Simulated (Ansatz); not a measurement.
## Ga2O3 (C2/m, No. 12): properties by level of theory

```
level (code)           volume per atom (Å³/atom)  enthalpy of formation (eV/atom)
---------------------  -------------------------  -------------------------------
LDA (Ansatz)                                 ___                           -2.186
PBE-D4 (Ansatz)                            10.67                              ___
r²SCAN-D4 (Ansatz)                         10.41                           -2.140
r²SCAN+rVV10 (Ansatz)                      10.42                              ___
```

Problem. Complete the blanks.

Solution. 
- LDA (Ansatz, a first-principles code), volume per atom (Å³/atom): 10.22
- PBE-D4 (Ansatz), enthalpy of formation (eV/atom): -1.938
- r²SCAN+rVV10 (Ansatz), enthalpy of formation (eV/atom): -2.147

Caveats: the relaxation could not lower the start's symmetry, so the cell can be a saddle point above a distorted one (LDA, PBE-D4, r²SCAN-D4, r²SCAN+rVV10). Ansatz's density-functional and Hartree–Fock values are scalar-relativistic unless marked +SOC, with PAW data made under PBE.

The computed numbers hold no vibrational or temperature effects.
